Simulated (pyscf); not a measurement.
HO–SiH(OH)–F (SMILES O[SiH](O)F) + H₂ (SMILES [H][H]) -> HO–SiH₂–OH (SMILES O[SiH2]O) + HF (SMILES F), a four-centre exchange (singlet surface; F–Si, H–H broken, H–Si, F–H formed). Optimised with ωB97X-D3(BJ)/def2-SVP in PySCF. Energies in eV from the separated reactants.

AM1 to PM7: differences of heats of formation from MOPAC, which are fitted to 298 K values and so differ in kind from electronic energies by zero-point and thermal terms. 

**Question.** Quick AM1 single points give ΔE‡ = 4.37 eV and ΔE = +1.42 eV. What does ωB97M-D3(BJ)/def2-TZVP give, and how far is the quick result from it?

**Answer.** ωB97M-D3(BJ)/def2-TZVP gives ΔE‡ = 2.53 eV and ΔE = +1.53 eV. AM1 lies 1.84 eV over it in the barrier and 0.11 eV under it in the reaction energy, so on this step it does not hold to within 0.13 eV. ωB97M-D3(BJ)/def2-TZVP has limits of its own. At the saddle there is also a short H–Si contact that neither side keeps. The same reactants have a lower exit, to HO–SiH₂–F + H₂O (barrier +2.29 eV at ωB97M-D3(BJ)/def2-TZVP, against +2.53 eV here). One saddle was located; it need not be the lowest between these sides.
